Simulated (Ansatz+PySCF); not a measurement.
Values are calculated unless marked as measured or tabulated.
A run of Ansatz (development build ahead of 0.2.0) on doublet C₂H at this shape:

```json
{"atom": "C", "x (Å)": "-0.0067", "y (Å)": "0.0000", "z (Å)": "0.0000"}
{"atom": "C", "x (Å)": "1.2062", "y (Å)": "0.0000", "z (Å)": "0.0000"}
{"atom": "H", "x (Å)": "-1.0449", "y (Å)": "0.0000", "z (Å)": "0.0000"}
```

Its results:

| Item | Value |
| --- | --- |
| Converged | yes |
| Reference energy | -76.16064 hartree |
| Correlation energy | -0.30730 hartree |
| Total energy | -76.46794 hartree |
| Spin squared of the determinant | 0.750 |
| Stability test | minimum among restricted orbitals |
| T1 diagnostic | 0.029 |
| Occupied orbitals by symmetry in an Abelian subgroup (alpha; beta) | 5 A1 1 B1 1 B2; 4 A1 1 B1 1 B2 |

(1) Which input gives this output? Name the method, the orbitals and the basis set, and write the input.

Answers

(1) ROHF-CCSD(T) in cc-pVTZ.

```yaml
crystal:
  periodic: [false, false, false]
  atoms:
    - { symbol: C, position_ang: [-0.00667, 0.0, 0.0] }
    - { symbol: C, position_ang: [1.20617, 0.0, 0.0] }
    - { symbol: H, position_ang: [-1.04485, 0.0, 0.0] }
basis:
  gaussian: { orbitals: cc-pVTZ }
magnetization:
  initial_magnetization: 1
hamiltonian:
  xc: hf
correlation:
  method: ccsd_t
  frozen_orbitals: { C: 1, H: 0 }
```
